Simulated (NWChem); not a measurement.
# C2H3F; SMILES FC=C

All runs: NWChem. Pople sets run with spherical d functions. Coordinates come from a PBE0/def2-SVP optimisation.

For level PBE0/6-31+G*:

```yaml
orbital gap (eV): 7.85
dipole (D): 1.42
```

**Question.** Estimate the same quantities for level PBE0/6-311G**.

**Answer.** The orbital gap (eV) is 8.06 and the dipole (D) comes out as 1.29.
